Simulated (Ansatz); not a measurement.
Basis-set extrapolation for `[C-]#[N+]C` (PBE0-D4/def2-TZVP geometry, frozen core, Ansatz 0.2.0). Multiplicity 1, RHF reference.

```csv
,def2-TZVPP,def2-QZVPP
HF,-131.946970,-131.952616
MP2 correlation,-0.501303,-0.534635
CCSD(T) correlation,-0.545110,-0.574537
```

Energies in hartree. Use E(X) = E(∞) + A·exp(−7.88·√X) for Hartree–Fock and E(X) = E(∞) + B·X^(−2.97) for correlation, with X = 3 and 4.

What is the CCSD(T) energy at the basis-set limit?

HF limit: -131.952616 + (-0.005646) × 0.13774 = -131.95339. Correlation limit: -0.574537 + (-0.029427) × 0.74074 = -0.59633. Total: -132.54972 hartree, 151.3 kJ/mol below CCSD(T)/def2-TZVPP.
